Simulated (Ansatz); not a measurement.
A structure relaxed at PBE0-D4/def2-TZVP, charge 0, multiplicity 1:

| atom | x (Å) | y (Å) | z (Å) |
| --- | --- | --- | --- |
| F1 | -1.776 | 0.951 | 0.445 |
| C2 | -1.035 | 0.054 | -0.305 |
| C3 | 0.272 | 0.693 | -0.787 |
| C4 | 0.947 | 0.109 | 0.457 |
| F5 | 2.190 | -0.447 | 0.269 |
| C6 | -0.219 | -0.873 | 0.603 |
| H7 | -1.707 | -0.389 | -1.041 |
| H8 | 0.272 | 1.773 | -0.931 |
| H9 | 0.641 | 0.195 | -1.685 |
| H10 | 1.022 | 0.819 | 1.283 |
| H11 | -0.620 | -1.075 | 1.596 |
| H12 | 0.014 | -1.811 | 0.095 |

Task: Give its formula and SMILES.

Result: C4H6F2, `F[C@H]1C[C@H](F)C1`.

Task: Point group (tolerance 0.08 Å, 0.16 Å for H)?

Result: Cs.

Task: Summarise the bond lengths by kind.

Result: 2 × C–F 1.374 to 1.385 Å; 4 × C–C 1.531 to 1.533 Å; 6 × C–H 1.089 to 1.092 Å.

Results of the Gaussian-basis code of Ansatz.
